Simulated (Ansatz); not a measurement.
# [Br···H···Br], doublet along the distance Br1-H2

Starting geometry:

| atom | x (Å) | y (Å) | z (Å) |
| --- | --- | --- | --- |
| Br | 0.0000 | 0.0000 | -1.7302 |
| H | 0.0000 | 0.0000 | -0.3096 |
| Br | 0.0000 | 0.0000 | 2.0398 |

From there H2 is moved from one fragment to the other while all else, the fragments' distance too, stays fixed, so the hump isn't the reaction's barrier; atoms are numbered as listed. Energies are in kcal/mol, counted from the starting geometry at the same level.

Basis cc-pVTZ; Ansatz 0.2.0. Correlated methods freeze the noble-gas cores and the filled d shells of p-block atoms. Prefix R: restricted or restricted open-shell reference; prefix U: unrestricted. No spin–orbit coupling is included, and no scalar relativity.

Unrestricted rows (U) aren't spin-pure: their determinants' ⟨S²⟩ exceeds S(S+1) by up to 0.13, so they mix in states of higher spin. Coupled cluster chose its determinant by trial CCSD, here up to 0.15 eV above the lowest Hartree–Fock solution of its kind. A value is left out where its run failed or describes another state than the reference as far as symmetry and spin tell, or, spin-broken singlets apart, can't be checked. The reference follows the lowest state, whose symmetry changes from Π to Σ⁺ or Δ between 1.538 and 1.772.

Full CI isn't at hand for all of this; UCCSDT(Q) serves as the reference, and is uncertain by about the last step of the cluster series. The frozen core follows each run's orbitals, which can shift R against U totals by a few meV for light atoms and by up to 0.1 eV past Ca.

```
distance Br1-H2 (Å)  UCCSDT(Q)  error UHF  error UMP2  error UCCSD  error UCCSD(T)  error RCCSDT  error RCCSDT(Q)
              1.421        0.0        0.0         0.0          0.0             0.0           0.0              0.0
              1.538        3.4        1.6         0.3          0.3             0.0           0.0              0.0
              1.772       18.1        6.2         5.5          1.6             0.4           0.2              0.0
              2.006       17.8        6.1         5.3          1.6             0.4           0.1              0.0
              2.240          –          –           –            –               –             –                –
```

Errors are those of relative energies. In total energy the starting point itself misses UCCSDT(Q) by: UHF 227.3, UMP2 31.5, UCCSD 8.1, UCCSD(T) 0.9, RCCSDT 0.3, RCCSDT(Q) 0.1 kcal/mol.

Spread of the error over the points with a reference, to 2.006 Å (largest less smallest): RCCSDT(Q) 0.0, RCCSDT 0.2, UCCSD(T) 0.4, UCCSD 1.6, UMP2 5.5, UHF 6.2 kcal/mol.
